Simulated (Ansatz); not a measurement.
Consider the isomerisation: `CC(C)(F)C=S` → `C/C=C(\F)SC`.

Calculated with Ansatz (gas phase, PBE0-D4/def2-TZVP geometries, no zero-point term in ΔE). CBS: MP2 limit from def2 TZ/QZ plus the TZ coupled-cluster correction, frozen cores. Functionals use def2-TZVPP. B3LYP here is the variant with VWN-RPA as its local correlation; programs differ in this. Each species was taken in one conformer, which may not be the lowest.

Q: Is it downhill or uphill in electronic energy at CCSD(T)/CBS, and by how much? (Estimate.)

A: Ansatz gave: Uphill: ΔE = +4.2 kcal/mol.

Q: What do these levels give: PBE0-D4, B3LYP-D4, ωB97X-V, ωB97M-V, r2SCAN, PBE0, MP2/def2-TZVPP, SCS-MP2/def2-TZVPP, CCSD/def2-TZVPP, HF/CBS(def2), MP2/CBS(def2), CCSD/CBS(def2)? (Estimate.)

A: The calculation gave: PBE0-D4 0.4, B3LYP-D4 1.1, ωB97X-V 2.2, ωB97M-V 2.5, r2SCAN 0.9, PBE0 0.0, MP2/def2-TZVPP 5.2, SCS-MP2/def2-TZVPP 4.9, CCSD/def2-TZVPP 4.8, HF/CBS(def2) 2.6, MP2/CBS(def2) 4.2, CCSD/CBS(def2) 3.9 kcal/mol.

Largest T1 diagnostic among the species: 0.013.

In def2-TZVPP, CCSD(T) changes the Hartree–Fock value by +2.4 kcal/mol (the triples alone add +0.3 kcal/mol) and MP2 by +2.4 kcal/mol. From PBE to PBE0 (25 % exact exchange), in def2-TZVPP and without D4, ΔE moves by +1.1 kcal/mol. The D4 term adds +0.8 kcal/mol with B3LYP and +0.5 kcal/mol with PBE0; it sums over pairs of atoms, weighted by their polarisabilities, and B3LYP, whose exchange is more repulsive, gets the larger term.
